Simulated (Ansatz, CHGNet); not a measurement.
For zinc-blende CdSe, the machine-learned potential CHGNet-r²SCAN (trained on r²SCAN data) gives:

- lattice parameter a = 6.135 Å
- formation enthalpy = -0.737 eV/atom

Task: What does PBE0 in Ansatz (PAW) give for the same quantities?

Result: 
- lattice constant a: 6.139 Å (goes up by 0.1 %)
- formation enthalpy: -0.766 eV/atom (moves by -0.029 eV/atom)

For comparison: lattice constant a 6.077 Å (measured, room temperature, no zero-point or thermal correction, sources range from 6.052 to 6.084; as tabulated in arXiv:1206.3780).

Changes are worked out from the printed values.

Unless a cell is named, each level is at its own relaxed cell (CHGNet-r²SCAN 28.86, PBE0 28.91 Å³/atom).

Ansatz's density-functional and Hartree–Fock values are scalar-relativistic unless marked +SOC, with PAW data made under PBE.

Ansatz is a first-principles code.
